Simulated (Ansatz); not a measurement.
## Worked example: correlation energy of BN⁺, quartet

Geometry: that of the BN⁺, doublet, kept fixed.

```yaml
atoms:
  - { symbol: B, position_ang: [0.0000, 0.0000, 0.0000] }
  - { symbol: N, position_ang: [0.0000, 0.0000, 1.4419] }
```

Basis cc-pVDZ; Ansatz 0.2.0. Correlated methods freeze the noble-gas cores, which leaves 7 electrons in 26 orbitals. Prefix R: restricted or restricted open-shell reference; prefix U: unrestricted.

Full CI is exact within this basis and frozen core; it isn't the basis-set limit. The frozen core follows each run's orbitals, which can shift R against U totals by a few meV.

Runs differ by some tens of microhartree through their thresholds and, for an open shell, their frozen cores, so steps under 0.1 kcal/mol mean nothing.

```json
{"level": "UHF", "total energy (hartree)": "-78.651310"}
{"level": "UMP2", "total energy (hartree)": "-78.774415"}
{"level": "UCCSD", "total energy (hartree)": "-78.800821"}
{"level": "UCCSD(T)", "total energy (hartree)": "-78.805992"}
{"level": "UCCSDT", "total energy (hartree)": "-78.807328"}
{"level": "UCCSDT(Q)", "total energy (hartree)": "-78.807763"}
{"level": "full CI", "total energy (hartree)": "-78.807612"}
```

Problem. What is the correlation energy at full CI, and what share of it do UMP2 and UCCSD(T) recover?

Solution. E(corr) = -78.807612 − (-78.651310) = -0.156302 hartree = -4.253 eV. UMP2: -0.123105 / -0.156302 = 78.76 %. UCCSD(T): -0.154682 / -0.156302 = 98.96 %.

Problem. By how many kcal/mol does UCCSD(T) miss full CI (1 hartree = 627.509 kcal/mol), and which steps make up the rest?

Solution. -78.805992 − (-78.807612) = 0.001620 hartree = 1.02 kcal/mol. Steps: UCCSDT − UCCSD(T) = -0.84, UCCSDT(Q) − UCCSDT = -0.27, full CI − UCCSDT(Q) = 0.09 kcal/mol. Differences between like states or geometries often cancel part of this.
